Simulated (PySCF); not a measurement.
Atoms are numbered as in `[N:1]#[C:2][CH2:3]/[CH:4]=[CH:5]\[F:6]` (H(Xn): hydrogen on atom n).

A single conformation, fast rotation and ring inversion assumed for equivalent nuclei, in vacuum, non-relativistic. Coordinates at the PBE0-D3(BJ)/def2-SVP level; shielding tensors at PBE/pcSseg-2 (GIAO); PySCF 2.14.

Scale: 13C (σref 179.39), 1H (σref 31.18) vs TMS; 15N (σref 261.04) vs NH3; 19F (σref 142.93) vs CFCl3 (reference shieldings calculated alike).

```tsv
atoms	nucleus	count	δ (ppm)
H(C4)	1H	1	?
C3	13C	1	14.1
N1	15N	1	295.1
H(C3)	1H	2	3.22
F6	19F	1	?
C4	13C	1	109.5
C2	13C	1	?
C5	13C	1	163.0
H(C5)	1H	1	6.89
```

Question: Fill in the missing shifts.

Answer: 
- C2: 120.5 ppm, nitrile carbon; typical of a nitrile
- H(C4): 4.93 ppm, hydrogen on an alkene CH; a vinylic proton, deshielded by the sp2 carbon and the C=C anisotropy
- F6: -131.1 ppm, vinylic fluorine

Shifts are as computed, not scaled to solution data. Of 1211 compounds with measured shifts, 218 miss one by over three times the rms of a fit or turn the order of signals round; such compounds aren't used in these exercises. Unscaled 19F shifts against computed CFCl3 carry errors that often reach 10 to 50 ppm. Experimental scales use liquid or dissolved standards, which lie at an offset from isolated NH3 (liquid NH3: subtract about 20 ppm). Unscaled 15N shifts of sp2 nitrogen come out 20 to 40 ppm too high even then.
